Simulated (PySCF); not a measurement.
Homolysis of single bonds, series vinyl-X. Gas-phase values, no solvent. One relaxed conformer stands for each flexible species; it need not be the lowest. Strings in code marks are SMILES.

The four lowest singlet excitations (Tamm–Dancoff). Level of theory: TPSSh-D3(BJ)/def2-TZVP // CAM-B3LYP-D3(BJ)/def2-TZVP (PySCF). Excitations are Tamm–Dancoff values on a coarser integration grid. The basis has no diffuse functions, so Rydberg states are missing or too high.

```tsv
state	energy (eV)	wavelength (nm)	oscillator strength
S1	4.94	251	0.000
S2	5.47	227	0.001
S3	5.58	222	0.001
S4	5.81	213	0.135
```

Task: Name which member gives these states.
(A) `C=COC` (C–C–O–C torsion 0°)
(B) `BC=C`
(C) `C=C`
(D) `C=CI`

Result: D, `C=CI`
